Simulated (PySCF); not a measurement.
System (SMILES): F (HF).
Geometry (B3LYP-D3(BJ)/def2-TZVP, fixed):
```xyz
2

F      0.0000     0.0000    -0.0925
H      0.0000     0.0000     0.8321
```

Basis-set convergence of the mean static polarisability at PBE with PySCF. All functions are spherical. Density fitting with generated auxiliary sets. No added dispersion term, no relativity. Reference: the value in aug-cc-pV5Z, 6.20 bohr³, itself unsure by roughly 1.5 % (its mean distance from d-aug-cc-pVTZ, aug-pcseg-3, aug-cc-pVQZ). Deviations are taken from unrounded values.

```json
[
 {"basis": "cc-pVDZ", "functions": "19", "mean static polarisability (bohr³)": "2.59"},
 {"basis": "aug-cc-pVDZ", "functions": "32", "mean static polarisability (bohr³)": "5.44"},
 {"basis": "def2-SVP", "functions": "19", "mean static polarisability (bohr³)": "2.64"},
 {"basis": "def2-SVPD", "functions": "31", "mean static polarisability (bohr³)": "5.91"},
 {"basis": "pcseg-1", "functions": "19", "mean static polarisability (bohr³)": "2.80"},
 {"basis": "aug-pcseg-1", "functions": "32", "mean static polarisability (bohr³)": "6.02"},
 {"basis": "6-311G**", "functions": "24", "mean static polarisability (bohr³)": "2.84"},
 {"basis": "6-311+G**", "functions": "28", "mean static polarisability (bohr³)": "3.72"},
 {"basis": "def2-TZVP", "functions": "37", "mean static polarisability (bohr³)": "3.60"},
 {"basis": "def2-TZVPD", "functions": "49", "mean static polarisability (bohr³)": "6.07"},
 {"basis": "cc-pVTZ", "functions": "44", "mean static polarisability (bohr³)": "3.74"},
 {"basis": "aug-cc-pVTZ", "functions": "69", "mean static polarisability (bohr³)": "5.91"},
 {"basis": "pcseg-2", "functions": "44", "mean static polarisability (bohr³)": "4.13"},
 {"basis": "aug-pcseg-2", "functions": "69", "mean static polarisability (bohr³)": "6.24"},
 {"basis": "def2-TZVPP", "functions": "45", "mean static polarisability (bohr³)": "4.00"},
 {"basis": "def2-TZVPPD", "functions": "57", "mean static polarisability (bohr³)": "6.09"},
 {"basis": "cc-pVQZ", "functions": "85", "mean static polarisability (bohr³)": "4.49"},
 {"basis": "aug-cc-pVQZ", "functions": "126", "mean static polarisability (bohr³)": "6.12"},
 {"basis": "def2-QZVPP", "functions": "87", "mean static polarisability (bohr³)": "4.68"},
 {"basis": "def2-QZVPPD", "functions": "99", "mean static polarisability (bohr³)": "6.17"},
 {"basis": "pcseg-3", "functions": "93", "mean static polarisability (bohr³)": "5.49"},
 {"basis": "aug-pcseg-3", "functions": "134", "mean static polarisability (bohr³)": "6.29"},
 {"basis": "cc-pV5Z", "functions": "146", "mean static polarisability (bohr³)": "5.06"},
 {"basis": "aug-cc-pV5Z", "functions": "207", "mean static polarisability (bohr³)": "6.20"}
]
```

What the diffuse functions change, pair by pair:
- cc-pVDZ to aug-cc-pVDZ: 13 more functions, deviation -58.3 to -12.3 %
- def2-SVP to def2-SVPD: 12 more functions, deviation -57.5 to -4.7 %
- pcseg-1 to aug-pcseg-1: 13 more functions, deviation -54.9 to -3.0 %
- 6-311G** to 6-311+G**: 4 more functions, deviation -54.2 to -40.0 %
- def2-TZVP to def2-TZVPD: 12 more functions, deviation -41.9 to -2.1 %
- cc-pVTZ to aug-cc-pVTZ: 25 more functions, deviation -39.6 to -4.7 %
- pcseg-2 to aug-pcseg-2: 25 more functions, deviation -33.5 to 0.6 %
- def2-TZVPP to def2-TZVPPD: 12 more functions, deviation -35.5 to -1.8 %
- cc-pVQZ to aug-cc-pVQZ: 41 more functions, deviation -27.5 to -1.3 %
- def2-QZVPP to def2-QZVPPD: 12 more functions, deviation -24.5 to -0.5 %
- pcseg-3 to aug-pcseg-3: 41 more functions, deviation -11.5 to 1.4 %
- cc-pV5Z to aug-cc-pV5Z: 61 more functions, deviation -18.3 to 0.0 %

Leaving out the reference's own pair, they bring the value nearer the reference by more than 1.5 % in 11 of 11 pairs.
